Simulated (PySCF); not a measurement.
Geometry:
```json
{"atom": "B1", "x (Å)": "0.634", "y (Å)": "-0.007", "z (Å)": "-0.004"}
{"atom": "F2", "x (Å)": "-0.629", "y (Å)": "0.010", "z (Å)": "-0.024"}
```

Geometry: PBE0-D3(BJ)/def2-SVP; GIAO absolute shieldings from PySCF 2.14.0 with density-fitted response routines, gas phase, non-relativistic, averaged over equivalent atoms.

At PBE0/pcSseg-1 (34 basis functions, 0.7 s wall time on 1 thread of an x86-64 server CPU, shared host):
| atoms | σ (ppm) |
| --- | --- |
| B1 | 71.0 |
| F2 | 74.5 |

Question: What do these become at B3LYP/pcSseg-2?

Answer: 
| atoms | σ at B3LYP/pcSseg-2 | change |
| --- | --- | --- |
| B1 | 67.7 | -3.3 |
| F2 | 87.2 | +12.7 |

The largest change is at F2 (fluorine bonded to B). Cost: 72 basis functions, 0.6 s wall time on 1 thread of an x86-64 server CPU, shared host.
